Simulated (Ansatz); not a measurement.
**How far each method lies from full CI for CH4⁺, doublet**

Geometry: a point of a breathe scan, not a stationary point.

```xyz
5

C     0.0000    0.0000    0.0000
H     0.4040    0.8310    0.8288
H    -0.4146   -0.8255    0.8290
H    -0.4013    0.8268   -0.8342
H     0.4119   -0.8323   -0.8236
```

Basis 6-31G; Ansatz 0.2.0. Only valence electrons are correlated (noble-gas cores frozen), which leaves 7 electrons in 16 orbitals. Prefix R: restricted or restricted open-shell reference; prefix U: unrestricted. Active spaces: valence = (7e, 8o) chosen from the atoms' valence shells; pair = (3e, 3o) about the gap.

Full CI is exact within this basis and frozen core; it isn't the basis-set limit. The frozen core follows each run's orbitals, which can shift R against U totals by a few meV.

For open shells CISD and CISDTQ are restricted-active-space CI with the open shells as a complete middle space.

- UHF ⟨S²⟩: 0.752
- T1 diagnostic (RCCSD): 0.0103
- largest doubles amplitude (RCCSD): 0.051
- T1 diagnostic (UCCSD): 0.0091

```
                   level  E − E(full CI) (kJ/mol)  share of correlation (%)  wall time
                     RHF                    302.6                      0.00          –
                     UHF                    300.4                      0.74          –
                    RMP2                     65.4                     78.38          –
                    UMP2                     65.7                     78.27          –
                    CISD                     18.1                     94.03     0.39 s
                   RCCSD                      7.1                     97.66          –
                   UCCSD                      7.0                     97.69          –
                RCCSD(T)                      1.7                     99.43      0.3 s
                UCCSD(T)                      1.7                     99.43      0.3 s
                 BCCD(T)                      1.7                     99.44      0.3 s
                  RCCSDT                      0.4                     99.86          –
                  UCCSDT                      0.4                     99.87          –
                  CISDTQ                      0.5                     99.85     0.96 s
               RCCSDT(Q)                      0.0                     99.98      1.8 s
               UCCSDT(Q)                      0.0                     99.99      1.6 s
                 RCCSDTQ                      0.0                     99.99      8.5 s
                 UCCSDTQ                      0.0                     99.99      8.5 s
     CASSCF (pair space)                    257.2                     15.00          –
     NEVPT2 (pair space)                     58.0                     80.84     0.15 s
     MRCISD (pair space)                     14.0                     95.37          –
   MRCISD+Q (pair space)                      1.1                     99.65     0.24 s
  CASSCF (valence space)                     65.0                     78.51          –
  NEVPT2 (valence space)                     14.4                     95.23      1.7 s
  MRCISD (valence space)                      1.2                     99.59          –
MRCISD+Q (valence space)                      0.5                     99.85      2.3 s
```

The correlation energy at full CI, counted from RHF, is -3.136 eV. That run took 1.5 s on 1 thread of Arm Neoverse V2, shared host over 254,368 determinants.

Times hold each run's SCF and search for its determinant on a shared host, so for small cases they say little of a method's own cost; they ran on 1 thread of Arm Neoverse V2. Some runs computed forces too.

The full-CI state has the irrep A1 of C2v, in the program's axes (one component, if the state is degenerate).

Natural occupations of full CI about the gap: 1.972 1.953 1.953 0.994 0.033 0.030 0.025 0.025 0.004 0.003; effectively unpaired electrons, Σ n²(2−n)², 1.03.
